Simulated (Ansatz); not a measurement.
# H4Si: the cost of one run

The runs use Ansatz 0.2.0, Gaussian basis; PBE0-D4/def2-TZVP structures, single points in def2-TZVPP, no counterpoise correction.

Levels: SPW92, PBE-D4, BLYP-D4, r2SCAN-D4, B97M-V, PBE0-D4, B3LYP-D4, r2SCAN0-D4, BHLYP-D4, CAM-B3LYP-D4, wB97X-V, wB97M-V, B2PLYP, PBE-QIDH, RPA on PBE, Hartree-Fock, MP2, CCSD, CCSD(T).

Correlated methods freeze the cores. B3LYP uses VWN-RPA correlation. B2PLYP carries no dispersion term here.

113 further runs of the same task are left out: 113 set aside as unsound or not needed.

### 1 Starting geometry

The complex: 11 atoms, charge 0, spin multiplicity 1.

Atoms are counted from 1 here; the program's logs count them from 0.

Bond lengths: Si1–H2 1.488 Å, Si1–H3 1.491 Å, Si1–H4 1.479 Å, Si1–H5 1.482 Å, H6–O7 0.971 Å, O7–H10 0.959 Å, H8–O9 0.963 Å, O9–H11 0.960 Å. Angles: H2–Si1–H3 106.4°, H2–Si1–H4 111.0°, H2–Si1–H5 110.5°, H3–Si1–H4 108.6°, H3–Si1–H5 107.8°, H4–Si1–H5 112.4°, H6–O7–H10 105.6°, H8–O9–H11 105.5°.

Coordinates:

| atom | x (Å) | y (Å) | z (Å) |
| --- | --- | --- | --- |
| Si1 | -1.0581 | 0.0351 | -1.4726 |
| H2 | -1.2466 | -0.4417 | -0.0756 |
| H3 | -2.1907 | -0.5249 | -2.2645 |
| H4 | -1.1187 | 1.5109 | -1.5411 |
| H5 | 0.2007 | -0.5042 | -2.0392 |
| H6 | 1.1861 | 0.4844 | 0.8944 |
| O7 | 1.1842 | 1.1379 | 0.1764 |
| H8 | -0.0719 | -1.2150 | 1.5823 |
| O9 | 0.7020 | -0.9090 | 2.0659 |
| H10 | 2.0391 | 1.0548 | -0.2502 |
| H11 | 0.3742 | -0.6284 | 2.9240 |

Its parts: SiH₄ holds atoms 1, 2, 3, 4, 5; H₂O holds atoms 6, 7, 10; H₂O holds atoms 8, 9, 11. Each part counts its atoms afresh in its own runs.

### 2 Relaxing SiH₄ alone

Input file relax-a/in.yaml:

```yaml
crystal:
  periodic: [false, false, false]
  atoms:
    - {symbol: Si, position_ang: [-1.058146, 0.035108, -1.472628]}
    - {symbol: H, position_ang: [-1.246637, -0.441683, -0.075598]}
    - {symbol: H, position_ang: [-2.190740, -0.524859, -2.264451]}
    - {symbol: H, position_ang: [-1.118687, 1.510904, -1.541057]}
    - {symbol: H, position_ang: [0.200656, -0.504240, -2.039154]}
basis:
  gaussian: {orbitals: def2-TZVP}
hamiltonian: {xc: pbe0, dispersion: d4}
relax: {f_tol: 0.005, max_steps: 200}
```

Run with:

```sh
$ ansatz run in.yaml --threads 4 --pin off --events-out ev --progress --plain --max-ram 9574MiB
```

**Question.** How long does this run take on 4 threads of AMD EPYC, shared host?

About 7 s.
